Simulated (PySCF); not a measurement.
# Isomerisation enthalpies of C5H9N

**Measured values to compare with.**

From CRC Handbook of Chemistry and Physics, for the gas at 298.15 K: enthalpy of formation of `CC(C)(C)C#N` -2.3 kJ/mol; enthalpy of formation of `CCCCC#N` 10.5 kJ/mol.

The results are set against them at the end.

Differences of these values give the isomerisation enthalpies. Geometries: GFN2-xTB; runs in PySCF, gas phase, with a dispersion term only where the level names one. Total electronic energies (Eh):

```tsv
SMILES	PBE0/pcSseg-1
CC(C)(C)C#N	-250.35724
CCCCC#N	-250.35490
```

Zero-point and thermal terms are left out, so the computed numbers are electronic energies.

## Comparison

Relative to `CC(C)(C)C#N`, the lowest by measurement, in kJ/mol (measured: enthalpies at 298.15 K; computed: electronic energies):

```
     SMILES  measured  PBE0/pcSseg-1
CC(C)(C)C#N       0.0            0.0
    CCCCC#N      12.8            6.1
```

Measured values: -2.3 kJ/mol (298.15 K; CRC Handbook of Chemistry and Physics) for the first row; the others come from the same table. Unsigned miss: PBE0/pcSseg-1 6.7 kJ/mol. One conformer stands for `CCCCC#N`, not necessarily the lowest, while the measurement averages over conformers. Where a level misses, the cause wasn't examined.
